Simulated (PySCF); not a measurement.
Static response to an electric field

Compound: C4H11P2 (charge +1).
Cartesian coordinates in Å at the GFN2-xTB level; atoms count from 1:
```
atom  x, y, z in Å
C1     2.4834   -1.5432    0.0329
C2     1.5508   -0.8539   -0.6079
P3     0.3131    0.1398    0.2472
P4     0.4451    2.2958    0.1045
C5    -1.3625   -0.4104   -0.2312
C6    -2.4235    0.4425    0.4570
H7     3.2104   -2.1319   -0.5023
H8     2.5566   -1.5556    1.1093
H9     1.4813   -0.8363   -1.6892
H10    0.4502   -0.1913    1.5845
H11    1.8432    2.2635    0.1842
H12    0.4422    2.2328   -1.2980
H13   -1.4447   -0.3341   -1.3205
H14   -1.4608   -1.4659    0.0399
H15   -2.3135    0.4109    1.5398
H16   -3.4135    0.0682    0.2081
H17   -2.3649    1.4811    0.1319
```

Level: CAM-B3LYP/def2-SVPD (PySCF), static field, nuclei fixed, core orbitals frozen in the response. The polarisability tensor in these axes (au):

```
x   102.80 -11.69   0.31
y   -11.69 102.06  -0.51
z     0.31  -0.51  74.61
```

Task: What are the eigenvalues, a third of the trace, and Δα (Δα² = ½Σ(αi − αj)² over the three pairs)?

Result: Principal values 74.60, 90.74 and 114.13 au; mean 93.16 au = 13.80 Å³ = 15.36 × 10⁻⁴⁰ C²·m²/J; Δα = 34.42 au (37 % of the mean).

Task: In TDDFT the mean static polarisability is Σ f/ω² over all singlet excitations (ω in hartree). How much of it do the 8 lowest give? Their energies (eV) and oscillator strengths: 6.46, 0.3224; 7.06, 0.0054; 7.11, 0.1884; 7.32, 0.0447; 7.67, 0.0217; 7.73, 0.0493; 7.87, 0.0522; 8.04, 0.0120.

Result: They add up to 10.83 au, 11.6 % of the 93.16 au; the largest single term is 5.73 au, from the state at 6.46 eV. Terms in order: 5.73, 0.08, 2.76, 0.62, 0.27, 0.61, 0.62, 0.14 au. Higher excitations give the rest. The strengths listed sum to 0.696.

Task: Give the eigenvalues of the traceless quadrupole moment Θ = ½Σq(3rr − r²1), origin at the centre of nuclear charge.

Result: -7.71, -0.92, 8.63 D·Å. The values depend on the origin, since the species is charged. The electronic extent ⟨r²⟩ about the same centre is 1100 bohr², a root-mean-square distance of 2.19 Å for the 64 electrons.

Task: Directions of the eigenvectors, and the extent of the frame along each?

Result: Largest value along (0.72, -0.70, 0.01), where the nuclei span 6.51 Å; middle along (0.70, 0.72, -0.01), 5.23 Å; least along (0.00, 0.02, 1.00), 3.29 Å. The response follows the extents in order.

Isolated species at its GFN2-xTB geometry (one conformer only).
